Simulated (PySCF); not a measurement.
Bonds broken one at a time in the series Ga SH-H. All species are isolated molecules in the gas phase. One relaxed conformer stands for each flexible species; it need not be the lowest. Strings in code marks are SMILES.

The dipole moment from two functionals at the same geometries (PBE0-D4/def2-TZVP), both in PySCF: PBE-D3(BJ)/def2-TZVP and B3LYP-D3(BJ)/def2-TZVP. B3LYP has the VWN-RPA correlation part, as in Gaussian. 

```tsv
species	PBE-D3(BJ)/def2-TZVP (D)	B3LYP-D3(BJ)/def2-TZVP (D)
radical fragment (`[SH]`)	0.87	0.86
radical fragment (`[GaH2]`)	0.21	0.30
whole molecule (`[GaH3]`)	0.00	0.00
```

Over these rows, drawn at random from the members with no instability flagged (it was tested for open shells, ions and some series alone), PBE minus B3LYP-D3(BJ): mean -0.03 D, from -0.09 D to +0.01 D.
